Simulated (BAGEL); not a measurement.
# SiH2SO (SMILES O[Si]S) at B3LYP/def2-SVPD (density fitting with qzvpp-jkfit)

What is the energy change on altering one bond length of SiH2SO at B3LYP/def2-SVPD (density fitting with qzvpp-jkfit)? 

The calculation is run with BAGEL 1.2.2.

1 further run of the same task is left out (set aside as unsound or not needed). Runs told in other sessions of the task aren't counted.

## Step 1: Starting point

SiH2SO has 5 atoms, charge 0, and is taken as a singlet. SMILES: `O[Si]S`. The shape is that of a PBE0-D4/def2-TZVP optimisation. This is one conformer, not always the lowest.

Bond lengths: O1–Si2 1.646 Å, Si2–S3 2.176 Å, O1–H4 0.960 Å, S3–H5 1.346 Å. Angles: O1–Si2–S3 104.3°, Si2–O1–H4 123.1°, Si2–S3–H5 99.8°.

## Step 2: A single-point energy at B3LYP/def2-SVPD (density fitting with qzvpp-jkfit)

input.json

```json
{ "bagel" : [

{
  "title" : "molecule",
  "basis" : "def2-svpd.json",
  "df_basis" : "qzvpp-jkfit",
  "angstrom" : true,
  "geometry" : [
    { "atom" : "O", "xyz" : [   -1.194700,   -0.658900,   -0.325800 ] },
    { "atom" : "Si", "xyz" : [   -0.956800,    0.951300,   -0.079500 ] },
    { "atom" : "S", "xyz" : [    1.167700,    1.118600,    0.360300 ] },
    { "atom" : "H", "xyz" : [   -0.489400,   -1.308100,   -0.267200 ] },
    { "atom" : "H", "xyz" : [    1.523000,   -0.176500,    0.270700 ] }
  ]
},
{ "title" : "ks", "xc_func" : "b3lyp" },
{ "title" : "print", "file" : "orbitals.molden", "orbitals" : true }

]}
```

The basis set def2-SVPD is read from a file made from the Basis Set Exchange's data (not shown).

Run with:

```
$ BAGEL_NUM_THREADS=1 BAGEL input.json > input.out
```

What it wrote:

```text
* using 1 threads per process

  ===============================================================
  ===============================================================

  *** Geometry ***

  { "atom" : "O", "xyz" : [     -2.257656,     -1.245141,     -0.615673 ] },
  { "atom" : "Si", "xyz" : [     -1.808090,      1.797696,     -0.150233 ] },
  { "atom" : "S", "xyz" : [      2.206633,      2.113848,      0.680868 ] },
  { "atom" : "H", "xyz" : [     -0.924832,     -2.471951,     -0.504935 ] },
  { "atom" : "H", "xyz" : [      2.878053,     -0.333537,      0.511549 ] },

  Number of auxiliary basis functions:      369

  Since a DF basis is specified, we compute 2- and 3-index integrals:
    o Being stored without compression. Storage requirement is 0.024 GB

  Number of basis functions:       90
  Number of electrons      :       40

    * METHOD: MOLECULE                             0.09

  *** Kohn-Sham DFT ***

    * Removing 7603 points whose weight is below 1.00e-10
    * Grid points: 66927

  === Nuclear Repulsion ===
   133.9315817728

       - DIIS with orbital gradients will be used.

  === KS iteration (b3lyp / def2-svpd.json) ===
      0       -747.51699490          0.10107627           0.19
      1       -746.49509599          0.14046660           0.19
      2       -756.28989208          0.09451752           0.19
      3       -762.95686256          0.04526203           0.19
      4       -763.69018839          0.02485025           0.19
      5       -763.88835169          0.00822508           0.19
      6       -763.92356947          0.00340812           0.19
      7       -763.92686009          0.00154653           0.19
      8       -763.92801366          0.00032199           0.19
      9       -763.92806178          0.00003281           0.18
     10       -763.92806213          0.00001558           0.19
     11       -763.92806221          0.00000616           0.19
     12       -763.92806222          0.00000196           0.18
     13       -763.92806222          0.00000209           0.19
     14       -763.92806223          0.00000009           0.19
     15       -763.92806223          0.00000002           0.19
     16       -763.92806223          0.00000001           0.19
     17       -763.92806223          0.00000000           0.19
    * SCF iteration converged.

    * Permanent dipole moment:
           (   -0.300711,     0.626828,     0.018231) a.u.

    * METHOD: KS                                   3.62

    * METHOD: PRINT                                0.01

  ===============================================================
```

Run time: 3.9 s. Hardware: 1 thread of Intel Xeon 6975P-C (Granite Rapids), shared host; peak memory 0.3 GiB.

## Step 3: The distorted shape, same level

dft.json

```json
{ "bagel": [

{
  "title": "molecule",
  "basis": "def2-svpd.json",
  "df_basis": "qzvpp-jkfit",
  "angstrom": true,
  "geometry": [
    { "atom": "O", "xyz": [      -1.406288,      -0.464142,      -0.343380 ] },
    { "atom": "Si", "xyz": [      -1.168388,       1.146058,      -0.097080 ] },
    { "atom": "S", "xyz": [       0.956112,       1.313358,       0.342720 ] },
    { "atom": "H", "xyz": [      -0.489400,      -1.308100,      -0.267200 ] },
    { "atom": "H", "xyz": [       1.311412,       0.018258,       0.253120 ] }
  ]
},

{ "title": "ks", "xc_func": "b3lyp" },

{ "title": "print", "file": "orbitals.molden", "orbitals": true }

]}
```

The basis set def2-SVPD is read from a file made from the Basis Set Exchange's data (not shown).

Run with:

```
$ BAGEL_NUM_THREADS=1 BAGEL dft.json > dft.out
```

What it wrote:

```text
* using 1 threads per process

  ===============================================================
  ===============================================================

  *** Geometry ***

  { "atom" : "O", "xyz" : [     -2.657499,     -0.877101,     -0.648894 ] },
  { "atom" : "Si", "xyz" : [     -2.207933,      2.165736,     -0.183455 ] },
  { "atom" : "S", "xyz" : [      1.806790,      2.481887,      0.647647 ] },
  { "atom" : "H", "xyz" : [     -0.924832,     -2.471951,     -0.504935 ] },
  { "atom" : "H", "xyz" : [      2.478210,      0.034503,      0.478327 ] },

  Number of auxiliary basis functions:      369

  Since a DF basis is specified, we compute 2- and 3-index integrals:
    o Being stored without compression. Storage requirement is 0.024 GB

  Number of basis functions:       90
  Number of electrons      :       40

    * METHOD: MOLECULE                             0.09

  *** Kohn-Sham DFT ***

    * Removing 7274 points whose weight is below 1.00e-10
    * Grid points: 67256

  === Nuclear Repulsion ===
   132.5777363054

       - DIIS with orbital gradients will be used.

  === KS iteration (b3lyp / def2-svpd.json) ===
      0       -747.58283610          0.09769939           0.19
      1       -745.31159967          0.13348226           0.19
      2       -755.81593503          0.09098809           0.19
      3       -760.52345995          0.08575854           0.19
      4       -763.46632688          0.03048340           0.19
      5       -763.73747820          0.01535274           0.19
      6       -763.88179961          0.00354059           0.19
      7       -763.88600173          0.00159715           0.19
      8       -763.88716488          0.00034670           0.19
      9       -763.88721529          0.00007549           0.19
     10       -763.88721738          0.00002184           0.19
     11       -763.88721754          0.00000662           0.19
     12       -763.88721755          0.00000178           0.20
     13       -763.88721756          0.00000065           0.20
     14       -763.88721756          0.00000024           0.19
     15       -763.88721756          0.00000006           0.19
     16       -763.88721756          0.00000005           0.21
     17       -763.88721756          0.00000001           0.24
    * SCF iteration converged.

    * Permanent dipole moment:
           (   -0.345322,     0.617542,     0.008268) a.u.

    * METHOD: KS                                   3.78

    * METHOD: PRINT                                0.01

  ===============================================================
```

Run time: 4.2 s. Hardware: 1 thread of Intel Xeon 6975P-C (Granite Rapids), shared host; peak memory 0.3 GiB.

## Step 4: Summary of results

Level: B3LYP/def2-SVPD (density fitting with qzvpp-jkfit).

| quantity | value |
| --- | --- |
| first shape: total energy | -763.92806 Eh |
| first shape: dipole moment | 1.77 D |
| first shape: HOMO energy | -6.99 eV |
| first shape: LUMO energy | -1.98 eV |
| first shape: HOMO–LUMO gap | 5.01 eV |
| distorted shape: total energy | -763.88722 Eh |
| distorted shape: dipole moment | 1.80 D |
| distorted shape: HOMO energy | -7.02 eV |
| distorted shape: LUMO energy | -1.94 eV |
| distorted shape: HOMO–LUMO gap | 5.08 eV |
| energy change with the O1–H4 bond stretched from 0.960 to 1.248 Å | 1.111 eV |

With the O1–H4 bond stretched from 0.960 to 1.248 Å the energy rises by 1.11 eV (26 kcal/mol). The first shape isn't relaxed at this level, so the change isn't measured from a minimum.
